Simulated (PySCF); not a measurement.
**doublet CHFO+ at UHF/6-31G(d) (spherical functions, preoptimised minimum)**

Aim: an optimisation with harmonic vibrations of doublet CHFO+. 

The calculation is run with PySCF 2.14.0.

1 further run of the same task is left out (set aside as unsound or not needed).

## (1) The system as given

The species is CHFO+ (4 atoms), meant as a doublet with charge +1. As SMILES of the parent species, `O=CF`. All atoms were displaced at random from a relaxed shape. That shape belongs to the parent species and isn't relaxed for this state. The run starts from this shape.

Bond lengths: O1–C2 1.180 Å, C2–F3 1.367 Å, C2–H4 1.100 Å. Angles: O1–C2–F3 124.0°, O1–C2–H4 128.5°, F3–C2–H4 107.4°.

## (2) An optimisation with harmonic vibrations at UHF/6-31G(d) (spherical functions, preoptimised minimum)

Input file start.xyz:

```xyz
4

O     -0.922444     0.214681     0.829517
C     -0.082903     0.067279     0.013099
F      0.583796    -1.107993    -0.195621
H      0.353162     0.816400    -0.663676
```

Input file job.py:

```python
from pyscf import gto, symm
from pyscf.hessian import thermo
from pyscf.geomopt.geometric_solver import kernel as optimise

mol = gto.M(
    atom='start.xyz',
    charge=1,
    basis='6-31g*',
    verbose=3,
    max_memory=1860,
    spin=1,
)

mf = mol.UHF()
mf.conv_tol = 1e-10
mf = mf.newton()
converged, mol_eq = optimise(mf, maxsteps=80)
print('converged:', converged)
print(mol_eq.tostring())

mf.reset(mol_eq)
mol = mol_eq
mf.kernel()
e_tot = mf.e_tot
print('E(%s) = %.9f' % ('HF', e_tot))
hess = mf.Hessian().kernel()
modes = thermo.harmonic_analysis(mol, hess)
thermo.dump_normal_mode(mol, modes)
symm.geom.TOLERANCE = 1e-3  # for the symmetry number
th = thermo.thermo(mf, modes['freq_au'], 298.15, 101325)
thermo.dump_thermo(mol, th)
```

On the command line:

```bash
$ OMP_NUM_THREADS=1 python job.py
```

Q: Predict the results. Wanted: total energy; HOMO energy; LUMO energy; ⟨S²⟩; lowest harmonic wavenumber; highest harmonic wavenumber; zero-point energy; ideal-gas entropy at 298.15 K.

**Answer.** As computed:

At UHF/6-31G* (spherical functions, preoptimised minimum):

| quantity | value |
| --- | --- |
| total energy | -212.35673 Eh |
| HOMO energy (highest over α and β) | -24.68 eV |
| LUMO energy (lowest over α and β) | -7.60 eV |
| ⟨S²⟩ | 0.766 |
| lowest harmonic wavenumber | 622 cm⁻¹ |
| highest harmonic wavenumber | 3361 cm⁻¹ |
| zero-point energy | 58.2 kJ/mol |
| ideal-gas entropy at 298.15 K (symmetry number 1 as used) | 60.2 cal/(mol K) |

In words: At the final geometry: Bond lengths: O1–C2 1.241 Å, C2–F3 1.234 Å, C2–H4 1.083 Å. Angles: O1–C2–F3 119.2°, O1–C2–H4 119.4°, F3–C2–H4 121.4°. All 6 modes are real, so the shape is a minimum at this level.
